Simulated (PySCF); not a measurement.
**C4H10S: core ionisation energies**

Diethyl sulfide, C4H10S.
Atom-mapped SMILES: `[CH3:1][CH2:2][S:3][CH2:4][CH3:5]`

Computed, not measured: delta-SCF UKS SCAN, pcX-2 on the ionised atom, pcseg-1 elsewhere, spin-free X2C in PySCF 2.14.0. These are vertical core ionisation energies against the vacuum level, from separate self-consistent calculations with and without the core hole.

Problem. List the computed XPS lines with their assignment.

Solution. 
```
atom(s)                 environment  level  binding energy (eV)  above the level's lowest (eV)  count
  C1/C5               methyl carbon   C 1s               290.72                           0.00      2
  C2/C4  sp3 carbon bound to sulfur   C 1s               291.09                          +0.37      2
     S3              sulfide sulfur   S 1s              2476.51                           0.00      1
```

Lowest listed C 1s: C1/C5, bonded to C and 3 H. Highest, 0.37 eV above it: C2/C4, bonded to S, C and 2 H. Summing the Pauling electronegativity differences to the bonded atoms, each weighted by its formal bond order, gives -1.05 for the lowest site and -0.67 for the highest.

Problem. Which photon wavelength matches the S 1s of S3 threshold?

Solution. λ = hc/E = 12398.42 eV Å / 2476.51 eV = 5.006 Å.

Problem. Which photon energy gives electrons from S 1s of S3 a kinetic energy of 200 eV, and what is their de Broglie wavelength?

Solution. hν = 2476.51 + 200 = 2676.51 eV, recoil neglected; λ = 12.264 Å/√(E/eV) = 0.87 Å.

Atoms equivalent by their bonding share one computed value, that of the first of them. Not every level is listed. One conformer (not necessarily the lowest) at the PBE0-D3(BJ)/def2-SVP geometry, without solvent, vibrations or thermal averaging.

Shape of the structure used: `[CH3:1][CH2:2][S:3][CH2:4][CH3:5]`: C1–C2–S3–C4 65°, C2–S3–C4–C5 65°.
